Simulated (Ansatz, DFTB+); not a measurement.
**Loss of H2: C3H6 → C3H4 + H2**

Species: C3H6 (cyclopropane) `C1CC1`, singlet; C3H4 `C=C=C`, singlet; H2 (hydrogen), singlet. 

Shapes, held fixed at every level: PBE0-D4/def2-TZVP. Programs: Ansatz 0.2.0, DFTB+ 25.1. The zero-point and thermal change to 298 K, harmonic and unscaled (PBE0-D4/def2-TZVP), is -33.0 kJ/mol.

```
               level                    kind  ΔH(298 K) (kJ/mol)  less CCSD(T)/CBS estimate
               DFTB1          semi-empirical              +252.7                     +117.0
       HF/def2-TZVPP            Hartree–Fock              +129.5                       -6.2
 BHLYP-D4/def2-TZVPP           global hybrid              +141.0                       +5.3
  wB97X-V/def2-TZVPP  range-separated hybrid              +159.4                      +23.7
   B2PLYP/def2-TZVPP           double hybrid              +126.8                       -8.9
        MP2/def2-SVP     perturbation theory              +167.0                      +31.3
      MP2/def2-TZVPP     perturbation theory              +152.7                      +17.0
  CCSD(T)/def2-TZVPP   coupled cluster or CI              +136.8                       +1.1
CCSD(T)/CBS estimate   coupled cluster or CI              +135.7                        0.0
```

The highest level, CCSD(T)/CBS estimate, gives ΔH(298 K) = +135.7 kJ/mol; the levels span +126.8 to +252.7. DFTB1 strays far from the other rows. The column of differences is taken from that level and isn't an error. No measured value is set beside it here. The CBS estimate extrapolates MP2 from def2-TZVPP and def2-QZVPP and adds CCSD(T) − MP2 in the triple-zeta set, cores frozen; for H2 it overshoots the exact energy by about 1 mEh.
